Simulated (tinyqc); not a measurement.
Worked calculation: Pariser-Parr-Pople SCF with singles CI, for the molecule c1cc[nH]c1 (SMILES; centres numbered as the heavy atoms are written). One step of it, computed by the program tinyqc.

Problem. Iteration 2: Fock matrix. F_rr = H_rr + P_rr gamma_rr / 2 + sum_(s != r) P_ss gamma_rs; F_rs = H_rs - P_rs gamma_rs / 2; E = tr P (H + F) / 2 + core repulsion sum_(r<s) z_r z_s gamma_rs.

P after iteration 1:
```
           1C         2C         3C         4N         5C
1C   1.135198   0.632842  -0.175333  -0.255377   0.690081
2C   0.632842   1.135193   0.690092  -0.255341  -0.175348
3C  -0.175333   0.690092   1.171204   0.584752  -0.326419
4N  -0.255377  -0.255341   0.584752   1.387155   0.584752
5C   0.690081  -0.175348  -0.326419   0.584752   1.171250
```

core matrix H (eV):
```
            1C          2C          3C          4N          5C
1C  -34.633625   -2.460000    0.000000    0.000000   -2.460000
2C   -2.460000  -34.632740   -2.460000    0.000000    0.000000
3C    0.000000   -2.460000  -36.444601   -2.310000    0.000000
4N    0.000000    0.000000   -2.310000  -46.184019   -2.310000
5C   -2.460000    0.000000    0.000000   -2.310000  -36.443595
```

repulsion gamma_rs (eV):
```
           1C         2C         3C         4N         5C
1C  11.130000   5.344818   4.046371   4.368809   5.344818
2C   5.344818  11.130000   5.346212   4.368302   4.045107
3C   4.046371   5.346212  11.130000   5.923040   4.045936
4N   4.368809   4.368302   5.923040  16.800000   5.923867
5C   5.344818   4.045107   4.045936   5.923867  11.130000
```

Centres (angstrom, eV; a flat drawing with bonds scaled to 1.40 angstrom):
```
centre          x          y  core charge z          W   gamma_rr
1C       1.191000   0.000000              1  11.160000  11.130000
2C       0.368000   1.133000              1  11.160000  11.130000
3C      -0.963000   0.700000              1  11.160000  11.130000
4N      -0.963000  -0.700000              2  25.600000  16.800000
5C       0.368000  -1.133000              1  11.160000  11.130000
```

Give: F; pi energy.

Solution.

F (eV):
```
         1C       2C       3C        4N       5C
1C  -5.1894  -4.1512   0.3547    0.5578  -4.3042
2C  -4.1512  -5.1891  -4.3047    0.5577   0.3547
3C   0.3547  -4.3047  -6.3095   -4.0418   0.6603
4N   0.5578   0.5577  -4.0418  -10.7382  -4.0420
5C  -4.3042   0.3547   0.6603   -4.0420  -6.3102
```

pi energy = -86.9928 eV
